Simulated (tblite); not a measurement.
Compound: C₄H₉NO.
Numbering: `[CH3:1][CH2:2][CH2:3][NH:4][CH:5]=[O:6]` (hydrogens: H7, H8, H9 on C1; H10, H11 on C2; H12, H13 on C3; H14 on N4; H15 on C5)

Computed with GFN2-xTB (tblite), gas phase: Langevin dynamics at 400 K from the optimised GFN2-xTB geometry, time step 0.5 fs, friction 0.01 fs⁻¹, 2000 steps. The instantaneous temperature is 2·E(kin)/(3Nk) with all 3N coordinates.

| t (fs) | T (K) | E(pot) above start (eV) | C1–C2 (Å) | C2–C3 (Å) | C3–N4 (Å) | N4–C5 (Å) | C5=O6 (Å) | C1–H7 (Å) | C1–C2–C3–N4 (°) |
| --- | --- | --- | --- | --- | --- | --- | --- | --- | --- |
| 0 | 319 | 0.000 | 1.523 | 1.529 | 1.446 | 1.344 | 1.205 | 1.087 | -63 |
| 50 | 238 | 0.360 | 1.510 | 1.508 | 1.451 | 1.339 | 1.190 | 1.084 | -67 |
| 100 | 276 | 0.330 | 1.530 | 1.529 | 1.437 | 1.321 | 1.190 | 1.090 | -63 |
| 150 | 252 | 0.493 | 1.510 | 1.561 | 1.461 | 1.356 | 1.203 | 1.054 | -61 |
| 200 | 305 | 0.581 | 1.524 | 1.531 | 1.510 | 1.368 | 1.181 | 1.142 | -52 |
| 250 | 385 | 0.525 | 1.488 | 1.561 | 1.452 | 1.327 | 1.227 | 1.041 | -63 |
| 300 | 337 | 0.953 | 1.575 | 1.592 | 1.453 | 1.326 | 1.203 | 1.097 | -83 |
| 350 | 348 | 0.761 | 1.490 | 1.480 | 1.465 | 1.336 | 1.176 | 1.131 | -88 |
| 400 | 487 | 0.616 | 1.488 | 1.526 | 1.452 | 1.328 | 1.226 | 1.068 | -83 |
| 450 | 275 | 0.821 | 1.572 | 1.575 | 1.464 | 1.376 | 1.202 | 1.121 | -88 |
| 500 | 360 | 0.641 | 1.459 | 1.577 | 1.452 | 1.358 | 1.207 | 1.085 | -76 |
| 550 | 372 | 0.650 | 1.586 | 1.537 | 1.535 | 1.339 | 1.202 | 1.126 | -63 |
| 600 | 500 | 0.749 | 1.566 | 1.546 | 1.479 | 1.324 | 1.210 | 1.072 | -51 |
| 650 | 499 | 0.595 | 1.477 | 1.593 | 1.442 | 1.356 | 1.202 | 1.090 | -55 |
| 700 | 457 | 0.948 | 1.525 | 1.626 | 1.445 | 1.420 | 1.249 | 1.068 | -44 |
| 750 | 453 | 1.223 | 1.538 | 1.531 | 1.444 | 1.390 | 1.205 | 1.077 | -57 |
| 800 | 349 | 0.747 | 1.468 | 1.512 | 1.443 | 1.363 | 1.219 | 1.114 | -63 |
| 850 | 363 | 0.647 | 1.529 | 1.533 | 1.445 | 1.342 | 1.207 | 1.077 | -70 |
| 900 | 316 | 0.670 | 1.505 | 1.536 | 1.430 | 1.347 | 1.215 | 1.110 | -67 |
| 950 | 306 | 0.688 | 1.526 | 1.495 | 1.408 | 1.355 | 1.207 | 1.045 | -78 |
| 1000 | 400 | 0.506 | 1.545 | 1.579 | 1.455 | 1.329 | 1.214 | 1.160 | -79 |

**Question.** From 500 fs on, how do temperature and potential energy compare with equipartition?

**Answer.** The mean temperature of these 11 frames is 398 K against the target 400 K, and the mean potential energy 0.73 eV against 39 × kT/2 = 0.67 eV for 39 classical harmonic modes. For 15 atoms in a canonical ensemble the temperature itself scatters by T·√(2/(3N)) = 84 K; here its standard deviation is 66 K. The whole run lasts only 10 friction times of 100 fs, so these averages carry a wide statistical error.

**Question.** What are the kinetic and total energies of the listed frame with the highest potential energy?

**Answer.** The one at 750 fs, 1.223 eV above the start. Its kinetic energy is 3NkT/2 = 0.878 eV at 453 K, so the sum is 2.10 eV; over the listed frames the sum runs from 0.62 to 2.10 eV, since the thermostat adds and removes energy.

**Question.** How much do the listed bonds fluctuate from 500 fs on?

**Answer.** 
| bond | at the start (Å) | mean (Å) | standard deviation (Å) |
| --- | --- | --- | --- |
| C1–C2 | 1.523 | 1.521 | 0.038 |
| C2–C3 | 1.529 | 1.551 | 0.037 |
| C3–N4 | 1.446 | 1.452 | 0.031 |
| N4–C5 | 1.344 | 1.357 | 0.027 |
| C5=O6 | 1.205 | 1.212 | 0.013 |
| C1–H7 | 1.087 | 1.093 | 0.030 |

The motion is classical and holds no zero-point motion.

The cost below is that of the whole dynamics run. Time: 8.4 s wall; peak memory 0.18 GiB. Hardware: Arm Neoverse V1, one thread (shared host).
